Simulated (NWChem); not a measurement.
System: fluoromethane (CH₃F); SMILES CF

Program: NWChem. Pople sets run with spherical d functions. Geometry: optimised at PBE0/def2-SVP. B3LYP is NWChem's, with the RPA form of VWN correlation.

For level B3LYP/6-31+G*:

| Quantity | Result |
|---|---|
| orbital gap (eV) | 9.90 |
| dipole (D) | 1.92 |

### Question
Estimate the same quantities for level B3LYP/def2-TZVP.

### Answer
The orbital gap (eV) is 10.80 and the dipole (D) comes out as 1.74.
